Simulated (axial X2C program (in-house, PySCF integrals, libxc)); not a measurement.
Potential curves of HF, with spin–orbit coupling

All values were computed with an in-house relativistic program for diatomic molecules. Two-component (2c) means X2C with spin–orbit coupling and atomic mean-field two-electron Coulomb and Gaunt terms. Basis: F dyall-av3z [7s6p3d2f], H dyall-v3z [6s2p1d] (cores contracted in-house); Gaussian nuclei, density fitting, unrestricted open shells. Masses: F 18.998 u, H 1.008 u.

State: Ω = 0 (closed shell). Energies in eV from the fragments at the same level (F + H). Fits are polynomials in 1 − R0/R over 0.85 to 1.23 times the lowest point R0.

```tsv
R (Å)	PBEsol	CCSD
0.7995	-5.7648	
0.8363	-6.1274	-5.6583
0.8639	-6.2994	-5.8062
0.8914	-6.4021	-5.8854
0.9190	-6.4485	-5.9087
0.9512	-6.4442	-5.8781
0.9833	-6.3898	-5.7981
1.0247	-6.2625	-5.6390
1.0752	-6.0439	
1.1488	-5.6455
```

Correlated methods: 8 electrons correlated (number of frozen shells: F 1 s; H none), 128 virtual spin orbitals or spinors in MP2, 86 natural virtuals in coupled cluster.

One determinant describes the state; a PBE0 search over occupations chose it and may have missed a lower one. The closed shell is kept restricted, so the energy runs too high when the bond is stretched far. De is counted from the lowest determinant-based energies of the atoms at the same level, without counterpoise correction. CCSD ran in a truncated set of natural virtual spinors with an MP2 remainder; without triples it tends to underbind. The 2c atoms are single determinants rather than J levels; their spin–orbit lowering is only partly caught, and De is too large by that part. This holds for PBEsol. The functionals have no current-density term, which raises determinants with orbital currents, atoms included. Coupled cluster ran on the points near the minimum only. MP2 and coupled cluster on one determinant become unreliable at the stretched end.

What are Re, ωe and De at the PBEsol level?

At PBEsol, 2c: Re = 0.932 Å, ωe ≈ 3970 cm⁻¹, De = 6.45 eV to F + H; Be follows as 20.3 cm⁻¹.

Fit the CCSD curve near its minimum: give the equilibrium distance, the harmonic wavenumber and the well depth.

At CCSD, 2c: Re = 0.918 Å, ωe ≈ 4160 cm⁻¹, De = 5.91 eV to F + H; Be follows as 20.9 cm⁻¹.
